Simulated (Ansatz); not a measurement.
# CHCl₃ (singlet): wave-function methods side by side, cc-pV(T+d)Z

The task here is to estimate one member of a computed series from the others.

Program: Ansatz 0.2.0, Gaussian basis. Level of theory: cc-pV(T+d)Z, core rule «outside noble gas», up to 16 orbitals frozen. These are calculated values, not measurements.

Plan: UHF; CCSD(T) on RHF; CCSDT(Q) on RHF.

2 further runs of the same task are left out: 2 set aside as unsound or not needed.

### The system

The geometry is an MP2(full)/6-31G* stationary point (not a proven minimum).

5 atoms, charge 0, spin multiplicity 1.

Atoms are counted from 1 here; the program's logs count them from 0.

Bond lengths: C1–H2 1.086 Å, C1–Cl3 1.765 Å, C1–Cl4 1.765 Å, C1–Cl5 1.765 Å. Angles: H2–C1–Cl3 107.6°, H2–C1–Cl4 107.6°, H2–C1–Cl5 107.6°, Cl3–C1–Cl4 111.2°, Cl3–C1–Cl5 111.2°, Cl4–C1–Cl5 111.2°.

The first run:

The input, in.yaml:

```yaml
crystal:
  periodic: [false, false, false]
  atoms:
    - {symbol: C, position_ang: [0.000000, 0.000000, 0.467457]}
    - {symbol: H, position_ang: [0.000000, 0.000000, 1.553364]}
    - {symbol: Cl, position_ang: [0.000000, 1.681723, -0.067509]}
    - {symbol: Cl, position_ang: [1.456415, -0.840862, -0.067509]}
    - {symbol: Cl, position_ang: [-1.456415, -0.840862, -0.067509]}
basis:
  gaussian: {orbitals: "cc-pV(T+d)Z.json"}
magnetization: {spin_polarized: true, initial_magnetization: 0}
hamiltonian: {xc: hf}
output: {orbitals: {seedname: orbitals}}
```

Launch:

```
$ ansatz run in.yaml --threads 1 --pin off --events-out ev --progress --plain --max-ram 3956MiB --backend cpu
```

Among the steps run: UHF; CCSD(T) on RHF; CCSDT(Q) on RHF.

One of the session's tables, all rows but one given; the rest of the session is left out.

It belongs to the step «Misses and costs». 

| method | from RCCSDT(Q) (kJ/mol) |
| --- | --- |
| RHF | +2167.5 |
| RMP2 | +227.2 |
| RCCSD | +103.1 |
| RCCSD(T) | +7.7 |
| RCCSDT | ? |
| RCCSDT(Q) | 0 |

Estimate the missing values for RCCSDT.

The run gave: from RCCSDT(Q) (kJ/mol): +5.1. In the column «from RCCSDT(Q) (kJ/mol)» it lies between RCCSDT(Q) (0) and RCCSD(T) (+7.7).

With the free atoms at the same levels and basis (separate runs), the atomisation energy is 14.283 eV at RCCSDT(Q), 14.286 eV at RCCSD(T), 9.675 eV at RHF.
